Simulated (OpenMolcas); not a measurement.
# A ladder of methods for SiH3F (SMILES F[SiH3])

The species is SiH3F (5 atoms), meant as a singlet with charge 0. SMILES: `F[SiH3]`. Geometry: relaxed at PBE0-D4/def2-TZVP.

```xyz
5

F    -1.2746    0.1628    0.8580
Si    0.0433   -0.0193   -0.0307
H    -0.3678   -0.1926   -1.4437
H     0.7686   -1.2179    0.4516
H     0.8805    1.1934    0.1234
```

Quantity: the energy change with the Si2–H3 bond stretched from 1.482 to 2.593 Å, in eV. The values are calculated.

| level | kind | program | value (eV) | less FCI/STO-3G |
| --- | --- | --- | --- | --- |
| HF/STO-3G (restricted) | Hartree–Fock | OpenMolcas | 6.32 | +2.26 |
| r2SCAN/STO-3G (restricted) | meta-GGA | OpenMolcas | 4.52 | +0.46 |
| M06-2X/STO-3G (restricted) | hybrid meta-GGA | OpenMolcas | 5.16 | +1.10 |
| B2PLYP/STO-3G (restricted) | double hybrid | OpenMolcas | 4.84 | +0.78 |
| MP2/STO-3G (restricted) | perturbation theory | OpenMolcas | 5.11 | +1.05 |
| CASSCF(2,2)/STO-3G | multireference | OpenMolcas | 4.17 | +0.11 |
| MRCI(2,2)/STO-3G | multireference | OpenMolcas | 4.09 | +0.03 |
| SC-NEVPT2(2,2)/STO-3G | multireference | OpenMolcas | 4.11 | +0.05 |
| FCI/STO-3G | exact in the basis | OpenMolcas | 4.06 | 0.00 |

FCI/STO-3G is exact within its basis and frozen core, so for wave-function methods in that basis the difference is their error; functionals converge differently with the basis, so for them it is only a difference. Spin-restricted single references rise too steeply as a bond breaks, Hartree–Fock most of all. The first shape isn't each level's own minimum. The values span 4.06 to 6.32 eV. All rows use very small basis sets, so even the best lies far from the true value.
